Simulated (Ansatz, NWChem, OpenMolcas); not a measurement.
Abstraction of Cl: CH3Cl + C3H5 → CH3 + C3H5Cl

Gas-phase species: CH3Cl (chloromethane) `CCl`, singlet; C3H5 `C=[C]C`, doublet; CH3 (methyl radical) `[CH3]`, doublet; C3H5Cl (2-chloropropene) `C=C(C)Cl`, singlet. A radical takes Cl: the energy is the difference in strength between two C–Cl bonds in different surroundings.

Shapes, held fixed at every level: PBE0-D4/def2-TZVP. Programs: Ansatz 0.2.0, NWChem 7.3.0, OpenMolcas 26.06. A level may come from different programs for different species; with the same settings they agree closely. The zero-point and thermal change to 298 K, harmonic and unscaled (PBE0-D4/def2-TZVP), is -5.4 kJ/mol.

```
              level                    kind  ΔH(298 K) (kJ/mol)
        HF/def2-SVP            Hartree–Fock               -30.5
  PBE-D4/def2-TZVPP                     GGA               -35.6
      PBE0/def2-SVP           global hybrid               -37.3
BHLYP-D4/def2-TZVPP           global hybrid               -41.3
 wB97M-V/def2-TZVPP  range-separated hybrid               -41.7
 wB97X-V/def2-TZVPP  range-separated hybrid               -38.5
  B2PLYP/def2-TZVPP           double hybrid               -40.6
```

B2PLYP/def2-TZVPP gives ΔH(298 K) = -40.6 kJ/mol; the levels span -41.7 to -30.5. The median of the levels is -38.5. No measured value is set beside it here. Spin contamination: C3H5 (⟨S²⟩ up to 0.91). Open shells run unrestricted.
